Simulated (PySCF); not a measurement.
# Which determinant of SiS lies lowest?

Unrestricted PBE0; basis Si 3-21G, S 3-21G; no relativity; PySCF 2.14. Outer shells of the fragments: Si 3s2 3p2; S 3s2 3p4.

Followed along the bond (rough minima from three points):

```tsv
2Ms+1	unpaired	⟨S²⟩ at the start	R at minimum (Å)	Te (eV)
1	none	0.00	2.02	0.00
3	π ↑↑	2.00	none in the scan	≤ 2.53
5	σ ↑, π ↑↑↑	6.00	none in the scan	≤ 4.87
```

Solutions found at the starting distance of 2.100 Å, counted from the lowest of them; the search is not exhaustive and high or unbound solutions are not listed, so other states can lie among these:

```csv
2Ms+1,unpaired,term,E (eV),⟨S²⟩,⟨Lz²⟩,μ (D)
1,none,¹Σ⁺,0.00,0.00,0.00,-2.63
3,π ↑↑,mixed,2.74,2.00,2.00,-0.40
3,"σ ↑, π ↑",³Π,2.92,2.01,1.00,-2.65
3,π ↑↑,mixed,3.10,2.00,2.00,-0.72
1,π ↑↓,mixed,3.19,1.00,2.00,-0.85
5,"σ ↑, π ↑↑↑",⁵Π,5.18,6.00,1.00,-0.48
3,"σ ↑, π ↑↑↓",mixed,6.12,3.01,3.00,0.27
3,σ ↑↑,³Σ⁺,6.45,2.01,0.00,-1.65
5,π ↑↑↑↑,⁵Σ⁺,6.67,6.01,0.00,4.47
3,"σ ↑, π ↑",³Π,6.69,2.00,1.01,-0.20
```

A term symbol is given only where ⟨S²⟩ and ⟨Lz²⟩ are close to those of a pure state; real π, δ and φ orbitals otherwise mix terms. A positive dipole means Si(−)S(+).

The measured ground state is X ¹Σ+ (Huber and Herzberg, Constants of Diatomic Molecules (1979)).

Counting both spins, an empty level lies below a filled one in some of these solutions, because spin and occupation are held. 3-21G is very small, so such numbers show the basis as much as the molecule.
